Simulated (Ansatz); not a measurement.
## Abstraction of H: SiH2(OH)(SiH3) + C3H5 → SiH2(OH)(SiH2) + C3H6

Species: SiH2(OH)(SiH3) (disilanol), singlet; C3H5 `[CH2]C=C`, doublet; SiH2(OH)(SiH2), doublet; C3H6 (propene) `C=CC`, singlet. A radical takes H: the energy is the difference in strength between the Si–H bond broken and the C–H bond made.

Shapes, held fixed at every level: PBE0-D4/def2-TZVP. Flexible molecules stand in one conformer, not always the lowest. Programs: Ansatz 0.2.0. The zero-point and thermal change to 298 K, harmonic and unscaled (PBE0-D4/def2-TZVP), is +11.3 kJ/mol.

(1) Estimate ΔH(298 K) of this reaction.

Answers

(1) B2PLYP/def2-TZVPP gives ΔH(298 K) = +6.8 kJ/mol; the levels span -4.9 to +41.3. They disagree on the sign: 7 of 8 are positive. The median of the levels is +13.8. No measured value is set beside it here. Spin contamination: C3H5 (⟨S²⟩ up to 0.95). Open shells run unrestricted unless RO is named.

```
                level           kind  ΔH(298 K) (kJ/mol)
          HF/def2-SVP   Hartree–Fock               +40.0
        HF/def2-TZVPP   Hartree–Fock               +41.3
     SPW92/def2-TZVPP            LDA                -4.9
    PBE-D4/def2-TZVPP            GGA                +2.3
 r2SCAN-D4/def2-TZVPP       meta-GGA               +14.7
  B3LYP-D4/def2-TZVPP  global hybrid               +13.0
r2SCAN0-D4/def2-TZVPP  global hybrid               +15.5
    B2PLYP/def2-TZVPP  double hybrid                +6.8
```
